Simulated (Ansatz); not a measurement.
Ansatz (an electronic-structure program) input (B3LYP/6-31G*):

Ansatz 0.2 input:
```yaml
crystal:
  periodic: [false, false, false]
  atoms:
    - {symbol: C, position_ang: [0.02638511, 0.80401226, -0.00163387]}
    - {symbol: N, position_ang: [-0.02337296, -0.71222518, 0.00144735]}
    - {symbol: H, position_ang: [-0.99735043, 1.17785101, -0.00279653]}
    - {symbol: H, position_ang: [-0.51387712, -1.07268395, 0.82998529]}
    - {symbol: H, position_ang: [-0.51323301, -1.07607028, -0.82599077]}
    - {symbol: H, position_ang: [0.55463467, 1.12874353, 0.89463241]}
    - {symbol: H, position_ang: [0.55533224, 1.12507609, -0.89880955]}
    - {symbol: H, position_ang: [0.91979366, -1.12141372, 0.00265095]}
basis:
  gaussian:
    orbitals: 6-31G*
hamiltonian:
  xc: {name: B3LYP}
total_charge: 1
phonons: {temperatures: {t_min: 298.15, t_max: 298.15, t_step: 100}}
```

Task: Which harmonic wavenumbers does it give?

Result: 294, 922, 922, 926, 1286, 1286, 1477, 1519, 1519, 1564, 1704, 1704, 3115, 3220, 3220, 3392, 3478, 3478 cm⁻¹ (unscaled; negative means imaginary).
